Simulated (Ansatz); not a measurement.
Mulliken charges of C3H5NO, SMILES `C=C1NCO1` from r2SCAN/def2-TZVPP in Ansatz (PBE0-D4/def2-TZVP geometry).

| atom | x (Å) | y (Å) | z (Å) | charge (e) |
| --- | --- | --- | --- | --- |
| C1 | -1.725 | -0.062 | -0.544 | -0.353 |
| C2 | -0.499 | 0.068 | -0.065 | 0.301 |
| N3 | 0.485 | -0.800 | 0.441 | -0.297 |
| C4 | 1.362 | 0.364 | 0.473 | 0.238 |
| O5 | 0.257 | 1.203 | 0.113 | -0.317 |
| H6 | -2.270 | 0.808 | -0.880 | 0.094 |
| H7 | -2.189 | -1.036 | -0.586 | 0.085 |
| H8 | 0.749 | -1.594 | -0.124 | 0.153 |
| H9 | 1.759 | 0.615 | 1.460 | 0.044 |
| H10 | 2.153 | 0.382 | -0.285 | 0.051 |

By hand: the dipole of these point charges (1 e Å = 4.8032 D).

Σ q r = (0.460, -0.224, 0.016) e Å, of length 0.512 e Å = 2.46 D.

How does the dipole of the full density compare? (Best estimate.)

The calculation gave: (0.454, -0.272, -0.081) e Å, 2.57 D; the point charges give 0.96 times that, at 12° from its direction.

Point charges leave out the atoms' own dipoles, such as those of lone pairs, and Mulliken's split depends on the basis, so the close match here is no proof of good charges.
